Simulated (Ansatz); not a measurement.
**Structure relaxation of Ge3W5**

Method: Ansatz 0.2.0, DFT PBE, scalar-relativistic, plane waves, PAW.

The start is a database structure of Ge3W5, space group I4/mcm (No. 140).

The final relaxation ran on this input, with the default PAW datasets:

```yaml
crystal:
  lattice:
    - [-4.952113, 4.952113, 2.529612]
    - [4.952113, -4.952113, 2.529612]
    - [4.952113, 4.952113, -2.529612]
  atoms:
    - { symbol: Ge, position: [0.1696125, 0.6696125, 0.839225] }
    - { symbol: Ge, position: [0.8303875, 0.3303875, 0.160775] }
    - { symbol: Ge, position: [0.6696125, 0.8303875, 0.5] }
    - { symbol: Ge, position: [0.3303875, 0.1696125, 0.5] }
    - { symbol: Ge, position: [0.75, 0.75, 0.0] }
    - { symbol: Ge, position: [0.25, 0.25, 0.0] }
    - { symbol: W, position: [0.074358, 0.230763, 0.305121] }
    - { symbol: W, position: [0.925642, 0.769237, 0.694879] }
    - { symbol: W, position: [0.574358, 0.269237, 0.843595] }
    - { symbol: W, position: [0.425642, 0.730763, 0.156405] }
    - { symbol: W, position: [0.769237, 0.074358, 0.843595] }
    - { symbol: W, position: [0.230763, 0.925642, 0.156405] }
    - { symbol: W, position: [0.730763, 0.574358, 0.305121] }
    - { symbol: W, position: [0.269237, 0.425642, 0.694879] }
    - { symbol: W, position: [0.75, 0.25, 0.5] }
    - { symbol: W, position: [0.25, 0.75, 0.5] }
basis:
  ecutwfc: 420
kpoints:
  mp_grid: { grid: [8, 8, 8] }
hamiltonian:
  xc: pbe
scf:
  occupations: { method: gaussian, width: 0.1 }
output:
  forces: true
  stress: true
  eigenvalues: true
relax:
  adjacent_minimum: "off"
  f_tol: 0.01
  max_steps: 80
  cell: { stress_tol: 0.05 }
```

Launched as:

```bash
ansatz run input.yaml --threads 4 --pin off --max-ram 8192MiB --backend cpu --events-out ev --progress --plain --runs-dir out
```

The run took 120 s on 4 threads of Intel(R) Xeon(R) Platinum 8488C (Sapphire Rapids), with other jobs on the host, peak memory 2 GiB.

The program printed at the end:

```
SCF converged after 9 iterations
Free energy (F): -129614.975761 eV
Harris-Foulkes:  -129614.975761 eV  (|F-HF|=5.82e-11)
Internal energy: -129614.929233 eV  (E = F + TS)
E sigma→0 (E₀):  -129614.952497 eV
Entropy (-TS):   -0.046528 eV (-2.908 meV/atom)
Fermi energy:    20.296542 eV
--- Per-component energies (eV) ---
  E_band       = -1143.586992
  E_kinetic    = 5190.625285
  E_local      = -17802.116043  (includes V_loc(G=0)·N_el)
  E_nonlocal   = 2536.681861
  E_hartree    = 7434.898872
  E_xc         = -3128.943352
  E_vxc        = -2785.146440  (∫ρ·V_xc dr)
  E_paw        = -97759.648622  (= ΣΔE_a)
  E_vpaw       = -3153.430758  (= ΣTr[D̂ρ^β])
  E_aug_tail   = 0.001354  (compensation charges beyond the density's cutoff)
  E_ewald      = -26086.428589
  E_smearing   = -0.046528  (= −TS)
  E_closure    =  0.000000  (closes the sum)
  Σ components = -129614.975761   (vs F -129614.975761, Δ=0.00e0)
--- Forces (eV/Å), atoms counted from 1 ---
  atom   1  Ge    -0.00311300    -0.00311300     0.00000000
  atom   2  Ge     0.00311300     0.00311300     0.00000000
  atom   3  Ge     0.00311300    -0.00311300     0.00000000
  atom   4  Ge    -0.00311300     0.00311300     0.00000000
  atom   5  Ge     0.00000000     0.00000000     0.00000000
  atom   6  Ge     0.00000000     0.00000000     0.00000000
  atom   7  W      0.00108454    -0.00169301     0.00000000
  atom   8  W     -0.00108454     0.00169301     0.00000000
  atom   9  W     -0.00108454    -0.00169301     0.00000000
  atom  10  W      0.00108454     0.00169301     0.00000000
  atom  11  W     -0.00169301    -0.00108454     0.00000000
  atom  12  W      0.00169301     0.00108454     0.00000000
  atom  13  W     -0.00169301     0.00108454     0.00000000
  atom  14  W      0.00169301    -0.00108454     0.00000000
  atom  15  W      0.00000000     0.00000000     0.00000000
  atom  16  W      0.00000000     0.00000000     0.00000000
  max |Σ_I F_I| component: 2.04e-17 eV/Å
--- Stress (GPa, compression-positive) ---
       -0.015700       0.000000       0.000000
        0.000000      -0.015700       0.000000
        0.000000       0.000000       0.034787
  P = ⅓ Tr σ = 0.0011 GPa (0.011 kbar)
--- Relaxed structure (4 steps of the walk, 3 accepted, 1 SCFs on fresh bases) ---
  F+E_penalty+E_count = -129614.97576075 eV   max|allowed force component| = 3.113e-3 eV/Å   (the final SCF, on the basis selected at the relaxed cell)
  cell:  # Å, volume = 246.9984 Å³
    - [-4.939316, 4.939316, 2.531050]
    - [4.939316, -4.939316, 2.531050]
    - [4.939316, 4.939316, -2.531050]
  atoms:
    - { symbol: Ge, position: [0.170225, 0.670225, 0.840450] }
    - { symbol: Ge, position: [0.829775, 0.329775, 0.159550] }
    - { symbol: Ge, position: [0.670225, 0.829775, 0.5] }
    - { symbol: Ge, position: [0.329775, 0.170225, 0.5] }
    - { symbol: Ge, position: [0.750000, 0.750000, 0.000000] }
    - { symbol: Ge, position: [0.250000, 0.250000, 0.000000] }
    - { symbol: W, position: [0.074023, 0.230844, 0.304867] }
    - { symbol: W, position: [0.925977, 0.769156, 0.695133] }
    - { symbol: W, position: [0.574023, 0.269156, 0.843179] }
    - { symbol: W, position: [0.425977, 0.730844, 0.156821] }
    - { symbol: W, position: [0.769156, 0.074023, 0.843179] }
    - { symbol: W, position: [0.230844, 0.925977, 0.156821] }
    - { symbol: W, position: [0.730844, 0.574023, 0.304867] }
    - { symbol: W, position: [0.269156, 0.425977, 0.695133] }
    - { symbol: W, position: [0.750000, 0.25, 0.500000] }
    - { symbol: W, position: [0.25, 0.750000, 0.500000] }
```

Absolute energies hang on the potentials; compare differences alone.

The result has space group I4/mcm (No. 140). Around Ge on Wyckoff site h (4 atoms of the primitive cell) lie 6 W at 2.60–2.69 Å and 4 W at 2.87 Å; around Ge on Wyckoff site a (2 atoms of the primitive cell) lie 2 Ge at 2.53 Å and 8 W at 2.71 Å; W on Wyckoff site k (8 atoms of the primitive cell) has 4 Ge at 2.60–2.71 Å, 1 W at 2.73 Å, 2 Ge at 2.87 Å, 4 W at 2.92–3.03 Å and 4 W at 3.35–3.39 Å; W on Wyckoff site b (2 atoms of the primitive cell) is coordinated by 2 W at 2.53 Å, 4 Ge at 2.69 Å and 8 W at 3.03 Å.

Against the elements it lies at 0.20 eV/atom. Formation energies are uncorrected and refer to the elements' standard structures at the same level.

The k mesh leaves about 4 meV/atom of noise in metals. Spin–orbit coupling is left out.

Symmetry constrained the relaxation, so the result can be a saddle point.